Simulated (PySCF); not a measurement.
Compound: ethylhydrazine, C2H8N2.
Z-matrix (Å and degrees, PBE0-D3(BJ)/def2-SVP geometry), rows numbered from 1:
```
C 
C   1  1.5179
N   2  1.4469  1  112.28
N   3  1.3974  2  115.80  1    71.58
H   1  1.1005  2  110.42  3    57.79
H   1  1.1001  2  111.23  3   178.69
H   1  1.1014  2  110.91  3   -61.73
H   2  1.1029  1  109.78  3  -119.35
H   2  1.1166  1  109.01  3   124.54
H   3  1.0157  2  110.67  1  -164.70
H   4  1.0173  3  109.54  2   -85.11
H   4  1.0264  3  111.94  2    33.79
```

All values: PBE0/pcSseg-1 and wB97X-D/def2-SVPD (PySCF, non-relativistic), on one gas-phase PBE0-D3(BJ)/def2-SVP geometry that isn't relaxed in the solvent. The solvent is an IEF-PCM continuum (cavity from Bondi-type radii × 1.2). Specific hydrogen bonds and non-electrostatic terms are outside this model.

Gas phase at PBE0/pcSseg-1: HOMO -6.60 eV, LUMO 1.38 eV, dipole 1.62 D.

**Question.** What does the continuum do to the energy, the frontier levels and the dipole at PBE0/pcSseg-1 in benzene and tetrahydrofuran?

**Answer.** 
```json
{"solvent": "benzene", "ε": "2.271", "E(solvent) − E(gas) (kcal/mol)": "-2.54", "polarisation term (kcal/mol)": "-2.67", "distortion of the solute (kcal/mol)": "0.13", "HOMO (eV)": "-6.60", "LUMO (eV)": "1.51", "dipole (D)": "1.81"}
{"solvent": "tetrahydrofuran", "ε": "7.426", "E(solvent) − E(gas) (kcal/mol)": "-4.75", "polarisation term (kcal/mol)": "-5.22", "distortion of the solute (kcal/mol)": "0.47", "HOMO (eV)": "-6.62", "LUMO (eV)": "1.61", "dipole (D)": "2.00"}
```

The first energy column is the sum of the next two and covers electrostatics alone. From benzene to tetrahydrofuran the lowering changes by a factor 1.87, Onsager's factor (ε − 1)/(2ε + 1) by 1.77 and ε itself by 3.3.

**Question.** Which radius a makes the point-dipole formula ΔE = −[(ε − 1)/(2ε + 1)]·μ²/a³ give the value in tetrahydrofuran, with the gas-phase dipole?

**Answer.** μ = 0.638 au and |ΔE| = 0.00757 Eh give a = 1.48 Å; the farthest nucleus lies 2.32 Å from the centroid of the nuclei, so such a sphere wouldn't even hold the nuclei. The formula assumes a rigid point dipole at the centre of a sphere.

**Question.** Which ESP-fitted charges (PBE0/pcSseg-1) respond most in benzene (means over atoms taken as equivalent)?

**Answer.** 
```csv
atoms,environment,gas (e),solvent (e),change
N4,hydrazine nitrogen,-0.760,-0.798,-0.038
N3,hydrazine nitrogen,-0.466,-0.492,-0.026
C2,sp3 carbon bound to nitrogen,+0.229,+0.247,+0.018
C1,methyl carbon,-0.387,-0.405,-0.018
H11/H12,N–H hydrogen,+0.358,+0.375,+0.017
H10,N–H hydrogen,+0.344,+0.357,+0.013
```

Gas phase at wB97X-D/def2-SVPD: HOMO -8.63 eV, LUMO 2.41 eV, dipole 1.66 D.

**Question.** What does the continuum do to the energy, the frontier levels and the dipole at wB97X-D/def2-SVPD in benzene?

**Answer.** 
```json
{"solvent": "benzene", "ε": "2.271", "E(solvent) − E(gas) (kcal/mol)": "-2.50", "polarisation term (kcal/mol)": "-2.67", "distortion of the solute (kcal/mol)": "0.17", "HOMO (eV)": "-8.63", "LUMO (eV)": "2.53", "dipole (D)": "1.92"}
```

**Question.** How does the static polarisability (wB97X-D/def2-SVPD, frozen core, with the continuum's full static response) change?

**Answer.** 
```tsv
medium	isotropic (au)	principal values (au)	⟨r²⟩ of the electrons (bohr²)
gas	45.6	42.5, 45.1, 49.1	333.6
benzene	51.5	48.5, 51.0, 55.0	333.7
```

The isotropic value in benzene is 1.13 times the gas-phase one; no cavity-field correction is applied. ⟨r²⟩ is taken about the centre of nuclear charge.

wB97X-D is run here without its empirical dispersion term; that term would change no orbital, density or response property at a fixed geometry.
